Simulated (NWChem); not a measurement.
All runs are NWChem calculations. System: N (+1), charge 1, spin multiplicity 3. Its SCF solution wasn't tested for a lower state. Level: ROCCSD(T)/def2-TZVP, 1 core orbitals frozen.

The NWChem input:

```
start mol
memory heap 100 mb stack 700 mb global 1900 mb
charge 1
geometry units angstroms nocenter noautoz
  N      0.000000     0.000000     0.000000
  symmetry group D2h
end
basis spherical
  * library def2-tzvp
end
scf
  rohf
  nopen 2
  maxiter 100
  thresh 1e-7
  semidirect memsize 60000000 filesize 0
  # guess.movecs holds the orbitals of an unrestricted PBE0 run
  vectors input guess.movecs output mol.movecs
end
tce
  freeze core 1
  ccsd(t)
  2eorb
  2emet 13
  thresh 1e-6
  maxiter 100
  tilesize 24
end
task tce energy
```

NWChem printed:

```
             Northwest Computational Chemistry Package (NWChem) 7.3.0
             --------------------------------------------------------

                                NWChem Input Module
                                -------------------

 Scaling coordinates for geometry "geometry" by  1.889725989
 (inverse scale =  0.529177249)

                             Geometry "geometry" -> ""
                             -------------------------

 Output coordinates in angstroms (scale by  1.889725989 to convert to a.u.)

  No.       Tag          Charge          X              Y              Z
 ---- ---------------- ---------- -------------- -------------- --------------
    1 N                    7.0000     0.00000000     0.00000000     0.00000000

 Effective nuclear repulsion energy (a.u.)       0.0000000000

            Nuclear Dipole moment (a.u.)
            ----------------------------
        X                 Y               Z
 ---------------- ---------------- ----------------
     0.0000000000     0.0000000000     0.0000000000

      Symmetry information
      --------------------

 Group name             D2h
 Group number             26
 Group order               8
 No. of unique centers     1

      Symmetry unique atoms

     1


 Summary of "ao basis" -> "" (spherical)
 ------------------------------------------------------------------------------
       Tag                 Description            Shells   Functions and Types
 ---------------- ------------------------------  ------  ---------------------
 *                         def2-tzvp                  on all atoms

 Summary of "ao basis" -> "ao basis" (spherical)
 ------------------------------------------------------------------------------
       Tag                 Description            Shells   Functions and Types
 ---------------- ------------------------------  ------  ---------------------
 N                         def2-tzvp                11       31   5s3p2d1f

                                 NWChem SCF Module
                                 -----------------

  ao basis        = "ao basis"
  functions       =    31
  atoms           =     1
  closed shells   =     2
  open shells     =     2
  charge          =   1.00
  wavefunction    = ROHF
  use symmetry    = T
  symmetry adapt  = T

 Summary of "ao basis" -> "ao basis" (spherical)
 ------------------------------------------------------------------------------
       Tag                 Description            Shells   Functions and Types
 ---------------- ------------------------------  ------  ---------------------
 N                         def2-tzvp                11       31   5s3p2d1f

      Symmetry analysis of basis
      --------------------------

        ag          9
        au          1
        b1g         2
        b1u         5
        b2g         2
        b2u         5
        b3g         2
        b3u         5

 Forming initial guess at       0.0s

      Symmetry analysis of molecular orbitals - initial
      -------------------------------------------------

  Numbering of irreducible representations:

     1 ag          2 au          3 b1g         4 b1u         5 b2g
     6 b2u         7 b3g         8 b3u

  Orbital symmetries:

     1 ag          2 ag          3 b1u         4 b3u         5 b2u
     6 ag          7 b1u         8 b3u         9 b2u        10 ag
    11 b2g        12 b1g        13 b3g        14 ag

 Starting SCF solution at       0.0s

 ----------------------------------------------
[...]
     5      2.029014  1 N  s                  4     -1.756312  1 N  s

 Vector    7  Occ=0.000000D+00  E= 1.363281D-01  Symmetry=b3u
              MO Center=  4.0D-20,  6.9D-35,  2.0D-33, r^2= 3.0D+00
   Bfn.  Coefficient  Atom+Function         Bfn.  Coefficient  Atom+Function
  ----- ------------  ---------------      ----- ------------  ---------------
    12      1.300827  1 N  px                 9     -0.640911  1 N  px
     6     -0.219831  1 N  px

 center of mass
 --------------
 x =   0.00000000 y =   0.00000000 z =   0.00000000

 moments of inertia (a.u.)
 ------------------
           0.000000000000           0.000000000000           0.000000000000
           0.000000000000           0.000000000000           0.000000000000
           0.000000000000           0.000000000000           0.000000000000

  Mulliken analysis of the total density
  --------------------------------------

    Atom       Charge   Shell Charges
 -----------   ------   -------------------------------------------------------
    1 N    7     6.00   0.83  1.15  0.78  1.08  0.16  0.99  0.87  0.14  0.00  0.00  0.00

 Mulliken analysis of the open-shell density
 -------------------------------------------

    Atom       Charge   Shell Charges
 -----------   ------   -------------------------------------------------------
    1 N    7     2.00   0.00 -0.00 -0.00  0.00  0.00  0.99  0.87  0.14 -0.00  0.00  0.00

       Multipole analysis of the density wrt the origin
       ------------------------------------------------

     L   x y z        total         open         nuclear
     -   - - -        -----         ----         -------
     0   0 0 0      1.000000     -2.000000      7.000000

     1   1 0 0      0.000000      0.000000      0.000000
     1   0 1 0     -0.000000      0.000000      0.000000
     1   0 0 1      0.000000      0.000000      0.000000

     2   2 0 0     -2.850019     -1.549215      0.000000
     2   1 1 0      0.000000      0.000000      0.000000
     2   1 0 1     -0.000000     -0.000000      0.000000
     2   0 2 0     -2.063386     -0.774663      0.000000
     2   0 1 1     -0.000000     -0.000000      0.000000
     2   0 0 2     -2.850019     -1.549215      0.000000

                   NWChem Extensible Many-Electron Theory Module
                   ---------------------------------------------


            General Information
            -------------------
      Number of processors :     1
         Wavefunction type : Restricted open-shell Hartree-Fock
          No. of electrons :     6
           Alpha electrons :     4
            Beta electrons :     2
           No. of orbitals :    62
            Alpha orbitals :    31
             Beta orbitals :    31
        Alpha frozen cores :     1
         Beta frozen cores :     1
     Alpha frozen virtuals :     0
      Beta frozen virtuals :     0
         Spin multiplicity : triplet
    Number of AO functions :    31
       Number of AO shells :    11
        Use of symmetry is : on
      Symmetry adaption is : on
         Schwarz screening : 0.10D-09

          Correlation Information
          -----------------------
          Calculation type : Coupled-cluster singles & doubles w/ perturbation
   Perturbative correction : (T)
            Max iterations :      100
        Residual threshold : 0.10D-05
     T(0) DIIS level shift : 0.00D+00
     L(0) DIIS level shift : 0.00D+00
     T(1) DIIS level shift : 0.00D+00
     L(1) DIIS level shift : 0.00D+00
     T(R) DIIS level shift : 0.00D+00
     T(I) DIIS level shift : 0.00D+00
   CC-T/L Amplitude update :  5-th order DIIS
                I/O scheme : Global Array Library
        L-threshold :  0.10D-05
        EOM-threshold :  0.10D-05
 no EOMCCSD initial starts read in
 TCE RESTART OPTIONS
 SLICE:      F
 D4D5:       F
 quantumc:   F
 qrotation:  F
 pwtce:      F
 qducc:      F
 nacto:                         0
 nrotv:                         0
 nrot:                          0

            Memory Information
            ------------------
          Available GA space size is     249034878 doubles
          Available MA space size is     104855324 doubles

 Maximum block size supplied by input
 Maximum block size        24 doubles

 tile_dim =      7

 -------------------------------------------------

 Global array virtual files algorithm will be used

 Parallel file system coherency ......... OK

 4-electron integrals stored in orbital form

 v2    file size   =            24241
 4-index algorithm nr.  13 is used
 imaxsize =       30
 imaxsize ichop =        0


CCSD iterations
 ---------------------------------------------------------
 Iter          Residuum       Correlation     Cpu    Wall
 ---------------------------------------------------------
    1   0.0934128230107  -0.0824417250251     0.0     0.0
    2   0.0389647612930  -0.0920501639542     0.0     0.0
    3   0.0196488228324  -0.0948410405726     0.0     0.0
    4   0.0102832466333  -0.0959980268422     0.0     0.0
    5   0.0054247113295  -0.0965613778972     0.0     0.0
    6   0.0002256491740  -0.0971629073773     0.0     0.0
    7   0.0000601834202  -0.0971605876794     0.0     0.0
    8   0.0000210651688  -0.0971604815425     0.0     0.0
    9   0.0000072190852  -0.0971603442691     0.0     0.0
   10   0.0000027358531  -0.0971604094755     0.0     0.0
   11   0.0000008000718  -0.0971604252908     0.0     0.0
 -----------------------------------------------------------------
 Iterations converged
 CCSD correlation energy / hartree =        -0.097160425290817
 CCSD total energy / hartree       =       -53.983383784778113

 Singles contributions

 Doubles contributions
     5b2u (alpha)     5b2u (beta ) ---     2ag  (alpha)     2ag  (beta )       -0.1194954638
 CCSD(T)
 Using plain CCSD(T) code
             total no. of tasks          613
 total no. of tasks / no. procs          613
                         wl_min            1           1.0
                         wl_max          343           2.6
        thresh for no. of tasks          613

 CCSD[T]  correction energy / hartree =        -0.001736934032871
 CCSD[T] correlation energy / hartree =        -0.098897359323688
 CCSD[T] total energy / hartree       =       -53.985120718810983
 CCSD(T)  correction energy / hartree =        -0.001755815836070
 CCSD(T) correlation energy / hartree =        -0.098916241126887
 CCSD(T) total energy / hartree       =       -53.985139600614183

 Task  times  cpu:        0.8s     wall:        0.8s

 Total times  cpu:        0.8s     wall:        0.8s
```
